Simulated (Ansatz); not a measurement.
# BH4NO: the cost of one run

Method: UKS PBE0/def2-SVP, in Ansatz 0.2.0.

## (1) Starting point

Bond lengths: B1–O2 1.747 Å, B1–N3 1.330 Å, B1–H5 1.155 Å, O2–H6 0.959 Å, N3–H7 1.003 Å. Angles: B1–O2–H6 111.5°, O2–B1–N3 93.0°, O2–B1–H5 118.3°, N3–B1–H5 148.7°, B1–N3–H7 137.8°.

Structure file:

```xyz
7

B     0.0371    0.6176    0.3561
O    -0.1390   -1.0825    0.7183
N    -0.2109    0.4391   -0.9382
H    -0.3255   -0.8328   -0.5244
H     0.2797    1.3404    1.2232
H     0.7063   -1.4884    0.9188
H    -0.3478    1.0065   -1.7538
```

## (2) Pulling towards end A

Springs on the bonds that form and break draw the guess towards this end; the thresholds are loose.

The input, input.yaml:

```yaml
crystal:
  periodic: [false, false, false]
  atoms:
    - { symbol: B, position_ang: [0.0371, 0.6176, 0.3561] }
    - { symbol: O, position_ang: [-0.139, -1.0825, 0.7183] }
    - { symbol: "N", position_ang: [-0.2109, 0.4391, -0.9382] }
    - { symbol: H, position_ang: [-0.3255, -0.8328, -0.5244] }
    - { symbol: H, position_ang: [0.2797, 1.3404, 1.2232] }
    - { symbol: H, position_ang: [0.7063, -1.4884, 0.9188] }
    - { symbol: H, position_ang: [-0.3478, 1.0065, -1.7538] }
magnetization:
  spin_polarized: true
basis:
  gaussian: { orbitals: def2-SVP }
hamiltonian:
  xc: pbe0
relax:
  f_tol: 0.15
  max_steps: 25
  restrain:
    - { distance: [3, 1], at: 2.27, k: 30.0 }
    - { distance: [0, 1], at: 1.5, k: 30.0 }
    - { distance: [3, 2], at: 1.02, k: 30.0 }
```

Started as:

```bash
ansatz run input.yaml --threads 2 --pin off --max-ram 3072MiB --backend cpu --events-out ev --progress --plain --runs-dir out
```

**Question.** How long does this run take on 2 threads of Intel Xeon Platinum 8488C (Sapphire Rapids), shared host, and how much memory does it need?

About 16 s, with a peak of 0.16 GiB.
